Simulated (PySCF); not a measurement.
PySCF input (PW6B95/def2-TZVPD):

```python
from pyscf import gto, scf, dft

mol = gto.M(
    atom='''
    C    -0.00000000   -0.00000000   -1.08079300
    S     0.00000000    0.00000000    0.40529737
    ''',
    basis='def2-tzvpd',
    charge=1,
    spin=1,
    symmetry='C2v',
    verbose=4,
)

mf = dft.UKS(mol, xc='pw6b95').density_fit(auxbasis='def2-universal-jkfit')
mf.grids.level = 3
mf.conv_tol = 1e-9
mf.max_cycle = 100
mf.max_memory = 1500
mf.kernel()
if not mf.converged:
    mf = mf.newton()
    mf.kernel(mf.make_rdm1())
mf.analyze()
```

End of the output:

```
Extra cycle  E= -436.193960735674  delta_E= -1.08e-12  |g|= 5.23e-07  |ddm|= 9.35e-07
converged SCF energy = -436.193960735674  <S^2> = 0.79132386  2S+1 = 2.0409055
**** SCF Summaries ****
Total Energy =                        -436.193960735673954
Nuclear Repulsion Energy =              34.184335807465061
One-electron Energy =                 -660.930189844802953
Two-electron Energy =                  190.551893301663938
Two-electron Coulomb Energy =          221.641579352505289
DFT Exchange-Correlation Energy =      -31.089686050841340
HOMO-LUMO gap [eV] =                     4.725237306948120
Wave-function symmetry = A1
alpha occupancy for each irrep:     A1   A2   B1   B2
                                     7    0    2    2
beta  occupancy for each irrep:     A1   A2   B1   B2
                                     6    0    2    2
**** MO energy ****
alpha MO #1 (A1 #1), energy= -89.6336015225629 occ= 1
alpha MO #2 (A1 #2), energy= -10.7745829238534 occ= 1
alpha MO #3 (A1 #3), energy= -8.43371177906308 occ= 1
alpha MO #4 (A1 #4), energy= -6.36907580865928 occ= 1
alpha MO #5 (B1 #1), energy= -6.3641346782191 occ= 1
alpha MO #6 (B2 #1), energy= -6.3641346782191 occ= 1
alpha MO #7 (A1 #5), energy= -1.20020824585548 occ= 1
alpha MO #8 (A1 #6), energy= -0.870598910156676 occ= 1
alpha MO #9 (A1 #7), energy= -0.722176230503567 occ= 1
alpha MO #10 (B1 #2), energy= -0.690747066732465 occ= 1
alpha MO #11 (B2 #2), energy= -0.690747066732468 occ= 1
alpha MO #12 (B1 #3), energy= -0.39493184148512 occ= 0
alpha MO #13 (B2 #3), energy= -0.394931841485121 occ= 0
alpha MO #14 (A1 #8), energy= -0.191072385106505 occ= 0
alpha MO #15 (A1 #9), energy= -0.151526489789589 occ= 0
alpha MO #16 (B1 #4), energy= -0.112011583119807 occ= 0
alpha MO #17 (B2 #4), energy= -0.112011583119809 occ= 0
alpha MO #18 (A1 #10), energy= -0.0958933567535888 occ= 0
alpha MO #19 (A2 #1), energy= -0.0930228835247292 occ= 0
alpha MO #20 (A1 #11), energy= -0.0930226730586808 occ= 0
alpha MO #21 (A1 #12), energy= -0.0513441338835783 occ= 0
alpha MO #22 (B1 #5), energy= -0.0145401978029014 occ= 0
alpha MO #23 (B2 #5), energy= -0.0145401978029049 occ= 0
alpha MO #24 (B1 #6), energy= 0.0184057707324996 occ= 0
alpha MO #25 (B2 #6), energy= 0.0184057707324978 occ= 0
alpha MO #26 (A1 #13), energy= 0.0416363036862819 occ= 0
alpha MO #27 (A2 #2), energy= 0.0717962560661046 occ= 0
alpha MO #28 (A1 #14), energy= 0.071796404256709 occ= 0
alpha MO #29 (A1 #15), energy= 0.112632953338218 occ= 0
alpha MO #30 (A1 #16), energy= 0.124123976815415 occ= 0
alpha MO #31 (B1 #7), energy= 0.125420653243685 occ= 0
alpha MO #32 (B2 #7), energy= 0.12542065324369 occ= 0
alpha MO #33 (A1 #17), energy= 0.191217415097486 occ= 0
alpha MO #34 (A2 #3), energy= 0.204082551222268 occ= 0
alpha MO #35 (A1 #18), energy= 0.204083177124222 occ= 0
alpha MO #36 (B1 #8), energy= 0.243955019239101 occ= 0
alpha MO #37 (B2 #8), energy= 0.243955019239097 occ= 0
alpha MO #38 (B1 #9), energy= 0.338468168593675 occ= 0
alpha MO #39 (B2 #9), energy= 0.338468168593616 occ= 0
alpha MO #40 (A1 #19), energy= 0.340639146603202 occ= 0
alpha MO #41 (A1 #20), energy= 0.515228869739673 occ= 0
alpha MO #42 (A2 #4), energy= 0.590317665662914 occ= 0
alpha MO #43 (A1 #21), energy= 0.590317835551211 occ= 0
alpha MO #44 (B1 #10), energy= 0.714488760072977 occ= 0
alpha MO #45 (B2 #10), energy= 0.714488760072971 occ= 0
alpha MO #46 (A1 #22), energy= 0.770796525302448 occ= 0
alpha MO #47 (A1 #23), energy= 0.835907924688144 occ= 0
alpha MO #48 (A1 #24), energy= 1.17232591061833 occ= 0
alpha MO #49 (B1 #11), energy= 1.24019730444867 occ= 0
alpha MO #50 (B2 #11), energy= 1.24019730444867 occ= 0
alpha MO #51 (B1 #12), energy= 1.25842821464593 occ= 0
alpha MO #52 (B2 #12), energy= 1.25842821464593 occ= 0
alpha MO #53 (A2 #5), energy= 1.27057647440088 occ= 0
alpha MO #54 (A1 #25), energy= 1.27058117226122 occ= 0
alpha MO #55 (A1 #26), energy= 1.29643620019624 occ= 0
alpha MO #56 (B1 #13), energy= 1.31478764526344 occ= 0
alpha MO #57 (B2 #13), energy= 1.31478764526344 occ= 0
alpha MO #58 (A2 #6), energy= 1.38326040699648 occ= 0
alpha MO #59 (A1 #27), energy= 1.38326056136384 occ= 0
alpha MO #60 (A1 #28), energy= 1.46818590042162 occ= 0
alpha MO #61 (B1 #14), energy= 1.59237440966358 occ= 0
alpha MO #62 (B2 #14), energy= 1.59237440966357 occ= 0
alpha MO #63 (B1 #15), energy= 1.85873177582964 occ= 0
alpha MO #64 (B2 #15), energy= 1.85873177582964 occ= 0
alpha MO #65 (A1 #29), energy= 1.91018927085442 occ= 0
alpha MO #66 (B1 #16), energy= 2.33911404941139 occ= 0
alpha MO #67 (B2 #16), energy= 2.3391140494114 occ= 0
alpha MO #68 (A1 #30), energy= 2.35951560034379 occ= 0
alpha MO #69 (A2 #7), energy= 2.58363737429662 occ= 0
alpha MO #70 (A1 #31), energy= 2.58363818906831 occ= 0
alpha MO #71 (A2 #8), energy= 2.73543568542643 occ= 0
alpha MO #72 (A1 #32), energy= 2.73543727590898 occ= 0
alpha MO #73 (B1 #17), energy= 2.78330023344832 occ= 0
alpha MO #74 (B2 #17), energy= 2.78330023344833 occ= 0
alpha MO #75 (A1 #33), energy= 3.023376538044 occ= 0
alpha MO #76 (B1 #18), energy= 3.2103884429643 occ= 0
alpha MO #77 (B2 #18), energy= 3.21038844296429 occ= 0
alpha MO #78 (A1 #34), energy= 3.65455891152828 occ= 0
alpha MO #79 (B1 #19), energy= 8.58796400899869 occ= 0
alpha MO #80 (B2 #19), energy= 8.58796400899869 occ= 0
alpha MO #81 (A1 #35), energy= 9.07071697577713 occ= 0
alpha MO #82 (A1 #36), energy= 20.1955123009203 occ= 0
alpha MO #83 (A1 #37), energy= 21.3813614058094 occ= 0
beta  MO #1 (A1 #1), energy= -89.6339443174666 occ= 1
beta  MO #2 (A1 #2), energy= -10.7515850238882 occ= 1
beta  MO #3 (A1 #3), energy= -8.4339465660037 occ= 1
beta  MO #4 (B1 #1), energy= -6.36688164321997 occ= 1
beta  MO #5 (B2 #1), energy= -6.36688164321997 occ= 1
beta  MO #6 (A1 #4), energy= -6.36454919420827 occ= 1
beta  MO #7 (A1 #5), energy= -1.17879177604418 occ= 1
beta  MO #8 (A1 #6), energy= -0.831232295804728 occ= 1
beta  MO #9 (B1 #2), energy= -0.679729396614436 occ= 1
beta  MO #10 (B2 #2), energy= -0.679729396614437 occ= 1
beta  MO #11 (A1 #7), energy= -0.506080127022834 occ= 0
beta  MO #12 (B1 #3), energy= -0.366354058295554 occ= 0
beta  MO #13 (B2 #3), energy= -0.36635405829556 occ= 0
beta  MO #14 (A1 #8), energy= -0.185192700368223 occ= 0
beta  MO #15 (A1 #9), energy= -0.144804360717156 occ= 0
beta  MO #16 (B1 #4), energy= -0.110571607823115 occ= 0
beta  MO #17 (B2 #4), energy= -0.110571607823111 occ= 0
beta  MO #18 (A1 #10), energy= -0.0959108188953728 occ= 0
beta  MO #19 (A2 #1), energy= -0.095895800355887 occ= 0
[...]
```
